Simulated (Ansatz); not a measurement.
**Band gap of some tetrahedrally bonded semiconductors and semimetals**

Method: rVV10 (plane waves, PAW; Ansatz, a quantum-chemistry and plane-wave program). References are measured gaps from which a computed or estimated zero-point shift was taken out, by their sources or here, so that they lie as a rule above the printed measurements.

Values in eV.

```csv
solid,reference,rVV10,error (eV)
zinc-blende ZnS,3.94,1.77,-2.17
3C-SiC,2.53,1.59,-0.94
wurtzite CdS,2.64¶,0.85,-1.79
zinc-blende InP,1.47,0.22,-1.25
diamond-structure Si,1.23,0.68,-0.55
zinc-blende AlP,2.54,1.70,-0.84
wurtzite GaN,3.68,1.51,-2.17
wurtzite ZnO,3.6,0.57,-3.03
wurtzite AlN,6.51,4.07,-2.44
zinc-blende GaN (metastable phase),3.48,1.37,-2.11
zinc-blende GaP,2.43,1.33,-1.10
zinc-blende BP,2.2¶ (2.20–2.50),1.39,-0.81
```

Over these 12 solids the mean error is -1.60 eV, the mean absolute error 1.60 eV (median 1.52 eV), and the worst case wurtzite ZnO at -3.03 eV; the value is below the reference in 12 of 12 cases.

¶ marks references of a special kind: wurtzite CdS, 2.64 eV (measured, zero-point renormalisation of 0.068 eV removed from the gap extrapolated to 0 K (as printed); as tabulated in X. Ren, F. Merz, H. Jiang et al., All-electron periodic G0W0 implementation …); zinc-blende BP, 2.2 eV (measured, zero-point renormalisation of 0.106 eV removed from the gap extrapolated to 0 K (as printed); the shift is computed, second of two values printed, our sources range from 2.20 to 2.50; as tabulated in X. Ren, F. Merz, H. Jiang et al., All-electron periodic G0W0 implementation …).

Brackets give the range of the sources taken for a reference, where it is wide; it can hold other temperatures.

Differences are worked out from the printed values.

Density-functional gaps are differences of (generalised) Kohn–Sham levels of a static lattice; semilocal ones lie below quasiparticle gaps as a rule. Measured gaps hold zero-point and thermal shifts unless a correction is named.

Levels without +SOC have no spin–orbit coupling; where heavier elements are present it shifts gaps, mostly down, and can invert bands. Each level is taken at its own relaxed cell. Ansatz's density-functional and Hartree–Fock values are scalar-relativistic unless marked +SOC, with PAW data made under PBE.

Ansatz's runs of these crystals have no spin polarisation.

Not in this set, of the tetrahedrally bonded semiconductors and semimetals with a reference value in our tables and a result at some level: 15 for a reference of another kind, counted apart; 8 for spin–orbit coupling left out; 1 for sources at odds; 1 for a measured value of zero; 1 for a high-temperature or high-pressure phase. These can be a level's best or worst cases. At least 6 more with a reference value are held back for tests. Solids without a released value at any level aren't counted. Without +SOC, gaps count where the solid holds none of Ge, As, Se, Br, Sn, Sb, Te, I or the elements past barium, or holds Ge, As, Se or Br with a gap over 4 eV. Layered and molecular crystals are counted apart. The metals Ce to Yb are counted apart.

References as tabulated in, or derived from, Chen et al. (2018), doi:10.1103/physrevmaterials.2.073803; X. Ren, F. Merz, H. Jiang et al., All-electron periodic G0W0 implementation …; Feneberg et al. (2010), doi:10.1103/physrevb.82.075208; Vurgaftman et al. (2001), doi:10.1063/1.1368156.
